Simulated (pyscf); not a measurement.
A first-order saddle from PySCF, ωB97X-D3(BJ)/def2-SVP:

```
C
H 1 1.0886
H 1 1.0991 2 118.52
H 1 1.0991 2 118.54 3 -179.05
O 1 1.7095 2 100.99 3 -89.54
O 1 1.7626 2 94.70 3 90.49
H 6 0.9716 1 104.57 2 -179.99
```
Charge 0, spin multiplicity 3.

Surface: triplet, charge 0. Lowest wavenumbers (cm⁻¹): 1332i, 124, 230, 246, 398.

**Question.** Which two sides does it connect, and which bonds change?

**Answer.** methanol (H₃C–OH) + O atom (O) [triplet] <-> methoxy (H₃C–O•) + hydroxyl (OH•), a substitution at C read from left to right: C–O broken and C–O formed. At CCSD(T)/def2-TZVPP + ΔMP2(QZVPP) it lies +1.98 eV from the left side and +1.68 eV from the right (each side as separated species at their lowest minima found). On the product side the descent ends in a complex (not fully relaxed), 0.23 eV under the separated species and 2.00 eV under the saddle at ωB97X-D3(BJ)/def2-TZVP. At ωB97X-D3(BJ) the barrier from the zero used here is 1.86 eV. H₃C–O• + OH• also meet on a surface of lower spin, which isn't treated here. H₃C–O• lies 0.30 eV over its isomer •H₂C–OH (electronic energy, ωB97M-D3(BJ)). One saddle was located; it need not be the lowest between these sides. The angle at the attacked C is 164°. The CCSD(T) − MP2 part came from Ansatz, without density fitting, on the same reference. A UHF reference is spin-contaminated (<S²> up to 2.20), which harms MP2 most. Left out: the spin-orbit lowering of OH, O.
